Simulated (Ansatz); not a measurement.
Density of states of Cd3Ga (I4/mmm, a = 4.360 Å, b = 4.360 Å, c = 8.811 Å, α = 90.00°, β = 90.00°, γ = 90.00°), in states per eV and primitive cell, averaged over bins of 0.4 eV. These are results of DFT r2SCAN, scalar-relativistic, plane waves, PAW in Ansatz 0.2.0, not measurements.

Plane waves to 500 eV, a k mesh through Γ of 14×14×14 on the computed 4-atom cell and Gaussian smearing (0.10 eV); no spin polarisation.

The cell is relaxed at this level. The states (both spins) are summed by tetrahedra on a 21×21×21 mesh at the self-consistent density. Energies are bin centres; the table starts no lower than −8 eV and ends at 6 eV, or lower where the solved bands end.

It is a metal at this level.

| E − E_F (eV) | total | Ga 4p | Cd 5s | Ga 4s | Cd 4d |
| --- | --- | --- | --- | --- | --- |
| -7.85 | 0.68 | 0.07 | 0.28 | 0.22 | 0.10 |
| -7.45 | 0.79 | 0.08 | 0.28 | 0.31 | 0.10 |
| -7.05 | 0.77 | 0.08 | 0.23 | 0.35 | 0.09 |
| -6.65 | 0.55 | 0.08 | 0.16 | 0.23 | 0.06 |
| -6.25 | 0.58 | 0.13 | 0.19 | 0.18 | 0.06 |
| -5.85 | 0.91 | 0.25 | 0.34 | 0.21 | 0.08 |
| -5.45 | 0.82 | 0.27 | 0.33 | 0.13 | 0.06 |
| -5.05 | 0.92 | 0.31 | 0.35 | 0.15 | 0.06 |
| -4.65 | 1.00 | 0.35 | 0.37 | 0.18 | 0.06 |
| -4.25 | 1.04 | 0.37 | 0.37 | 0.18 | 0.06 |
| -3.85 | 1.09 | 0.40 | 0.38 | 0.18 | 0.06 |
| -3.45 | 1.14 | 0.44 | 0.39 | 0.18 | 0.05 |
| -3.05 | 1.23 | 0.49 | 0.40 | 0.17 | 0.05 |
| -2.65 | 1.27 | 0.48 | 0.42 | 0.18 | 0.04 |
| -2.25 | 1.18 | 0.43 | 0.39 | 0.16 | 0.04 |
| -1.85 | 1.08 | 0.43 | 0.35 | 0.10 | 0.03 |
| -1.45 | 1.48 | 0.64 | 0.45 | 0.10 | 0.04 |
| -1.05 | 1.43 | 0.62 | 0.41 | 0.11 | 0.04 |
| -0.65 | 1.32 | 0.52 | 0.41 | 0.08 | 0.03 |
| -0.25 | 1.28 | 0.48 | 0.40 | 0.06 | 0.03 |
| 0.15 | 1.30 | 0.47 | 0.38 | 0.06 | 0.02 |
| 0.55 | 1.53 | 0.52 | 0.44 | 0.10 | 0.03 |
| 0.95 | 1.48 | 0.44 | 0.49 | 0.09 | 0.02 |
| 1.35 | 1.32 | 0.37 | 0.43 | 0.05 | 0.02 |
| 1.75 | 1.38 | 0.36 | 0.42 | 0.04 | 0.02 |
| 2.15 | 1.69 | 0.37 | 0.48 | 0.04 | 0.02 |
| 2.55 | 1.57 | 0.39 | 0.43 | 0.02 | 0.01 |
| 2.95 | 1.78 | 0.48 | 0.48 | 0.02 | 0.01 |
| 3.35 | 1.60 | 0.40 | 0.39 | 0.01 | 0.01 |
| 3.75 | 1.80 | 0.38 | 0.38 | 0.01 | 0.01 |
| 4.15 | 1.87 | 0.38 | 0.33 | 0.01 | 0.01 |
| 4.55 | 1.73 | 0.34 | 0.28 | 0.01 | 0.01 |
| 4.95 | 1.98 | 0.32 | 0.25 | 0.01 | 0.01 |
| 5.35 | 2.02 | 0.28 | 0.21 | 0.01 | 0.01 |
| 5.75 | 2.01 | 0.25 | 0.16 | 0.00 | 0.01 |

The columns after the total are the Löwdin projections on the occupied valence shells of the potentials. The rest of the total lies in shells that are empty in the free atom, which aren't projected, and between the atoms.

Whether Cd3Ga exists in this form wasn't checked.

Cost: 1 run of about 2.3 core-minutes, on Intel Xeon 6975P-C (Granite Rapids) (shared hosts).